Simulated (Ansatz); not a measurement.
hcp Ru, relaxed in Ansatz (plane waves) with several semilocal functionals. Each gives its own volume and its own bulk modulus:

```json
[
 {"level": "LDA", "V0 (Å³/atom)": "13.087", "bulk modulus (GPa)": "365.9", "ln V0": "2.5716", "ln B0": "5.9024"},
 {"level": "PBEsol", "V0 (Å³/atom)": "13.321", "bulk modulus (GPa)": "346.2", "ln V0": "2.5893", "ln B0": "5.8470"},
 {"level": "PBE", "V0 (Å³/atom)": "13.767", "bulk modulus (GPa)": "311.2", "ln V0": "2.6223", "ln B0": "5.7404"}
]
```

Problem. Fit a straight line to ln B0 against ln V0. What does it predict for r²SCAN, whose volume is 13.494 Å³/atom?

Solution. With x = ln V0 and y = ln B0: means 2.59440 and 5.82993; Σ(Δx Δy) = -0.004237, Σ(Δx²) = 0.001324, so the slope is -3.20. At x = 2.6022 the line gives y = 5.82993 + (-3.20) × (2.6022 − 2.59440) = 5.8050, or 332.0 GPa. The run with r²SCAN gives 337.2 GPa, +1.6 % from the line. The rows used scatter about it by up to 0.1 %, while the largest value lies 18 % above the smallest. For comparison, PBE's own equation of state has B′ = 4.9, the slope −d ln B/d ln V at a fixed functional; the two needn't agree, since functionals also differ at one volume.

Measured: 318 GPa (measured, zero-point energy and finite temperature contributions removed, our sources range from 318 to 336; as tabulated in doi:10.1021/acs.jctc.3c00612).

Ansatz's density-functional and Hartree–Fock values are scalar-relativistic unless marked +SOC, with PAW data made under PBE.

Ansatz is a first-principles code.
